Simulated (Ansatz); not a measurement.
Cost against result

The pair of HF (SMILES F, atoms 1–2) and SO2 (SMILES O=S=O, atoms 3–5), both closed shells, in one local arrangement (a lower one may exist), relaxed at PBE0-D4/def2-TZVP:

F1  (0.058, -0.219, -2.416)
H2  (0.142, 0.182, -1.583)
O3  (-0.159, -0.071, 2.576)
S4  (-0.205, -0.442, 1.199)
O5  (0.164, 0.550, 0.224)
(Å)

Interaction energies are counterpoise-corrected; the time is that of the whole pair.

Program: Ansatz 0.2.0. Basis: as named in each row. Cores are frozen in the correlated methods. B3LYP uses VWN-RPA correlation. Extrapolation: Hartree–Fock as exp(−7.88 √X), correlation as X^−2.97.

Times are rough, for one single point on 2 threads of a shared host (Arm Neoverse V1).

The estimate by CCSD(T) at an estimated basis limit (MP2 extrapolated from triple and quadruple zeta, plus CCSD(T) − MP2 in triple zeta) is -0.188 eV.

```json
{"method": "HF", "basis": "STO-3G", "time (s)": "under 1", "interaction energy (eV)": "-0.030", "method less estimate": "0.158"}
{"method": "SPW92", "basis": "def2-SVP", "time (s)": "under 1", "interaction energy (eV)": "-0.296", "method less estimate": "-0.108"}
{"method": "PBE-D4", "basis": "STO-3G", "time (s)": "under 1", "interaction energy (eV)": "-0.157", "method less estimate": "0.031"}
{"method": "PBE-D4", "basis": "def2-SVP", "time (s)": "under 1", "interaction energy (eV)": "-0.197", "method less estimate": "-0.009"}
{"method": "B3LYP-D4", "basis": "6-31G", "time (s)": "under 1", "interaction energy (eV)": "-0.265", "method less estimate": "-0.077"}
{"method": "PBE0-D4", "basis": "def2-SVP", "time (s)": "under 1", "interaction energy (eV)": "-0.210", "method less estimate": "-0.022"}
{"method": "CCSD(T)", "basis": "def2-SVP", "time (s)": "1", "interaction energy (eV)": "-0.152", "method less estimate": "0.036"}
{"method": "PBE-D4", "basis": "def2-TZVPPD", "time (s)": "2", "interaction energy (eV)": "-0.199", "method less estimate": "-0.011"}
{"method": "revPBE-D4", "basis": "def2-TZVPPD", "time (s)": "2", "interaction energy (eV)": "-0.164", "method less estimate": "0.024"}
{"method": "BLYP-D4", "basis": "def2-TZVPPD", "time (s)": "2", "interaction energy (eV)": "-0.189", "method less estimate": "-0.001"}
{"method": "B3LYP-D4", "basis": "def2-TZVPPD", "time (s)": "3", "interaction energy (eV)": "-0.206", "method less estimate": "-0.018"}
{"method": "HSE06-D4", "basis": "def2-TZVPPD", "time (s)": "3", "interaction energy (eV)": "-0.203", "method less estimate": "-0.015"}
{"method": "PBE0-D4", "basis": "def2-TZVPPD", "time (s)": "3", "interaction energy (eV)": "-0.204", "method less estimate": "-0.016"}
{"method": "wB97M-V", "basis": "def2-SVP", "time (s)": "3", "interaction energy (eV)": "-0.207", "method less estimate": "-0.019"}
{"method": "r2SCAN-D4", "basis": "def2-TZVPPD", "time (s)": "4", "interaction energy (eV)": "-0.201", "method less estimate": "-0.013"}
{"method": "B2PLYP", "basis": "def2-TZVPPD", "time (s)": "4", "interaction energy (eV)": "-0.175", "method less estimate": "0.013"}
{"method": "wB97X-V", "basis": "def2-TZVPPD", "time (s)": "6", "interaction energy (eV)": "-0.196", "method less estimate": "-0.008"}
{"method": "B97M-V", "basis": "def2-TZVPPD", "time (s)": "7", "interaction energy (eV)": "-0.195", "method less estimate": "-0.007"}
{"method": "wB97M-V", "basis": "def2-TZVPPD", "time (s)": "7", "interaction energy (eV)": "-0.198", "method less estimate": "-0.010"}
{"method": "MP2", "basis": "def2-QZVPPD", "time (s)": "12", "interaction energy (eV)": "-0.172", "method less estimate": "0.016"}
{"method": "CCSD(T)", "basis": "def2-TZVPPD", "time (s)": "70", "interaction energy (eV)": "-0.172", "method less estimate": "0.016"}
```

T1 diagnostic: at most 0.022. The restricted Hartree–Fock reference is unstable towards an unrestricted one at one or more of these structures.
